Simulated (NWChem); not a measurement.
Species: Na2; SMILES [Na][Na]

All runs: NWChem. Pople sets run with spherical d functions. Each level has its own optimisation; frequencies are unscaled.

For level Hartree-Fock/3-21G:

```
Quantity     Result
-----------  ------
r Na–Na (Å)   3.229
```

Task: Estimate the same quantities for level B3LYP/6-31G*.

Result: The r Na–Na (Å) is 3.040.
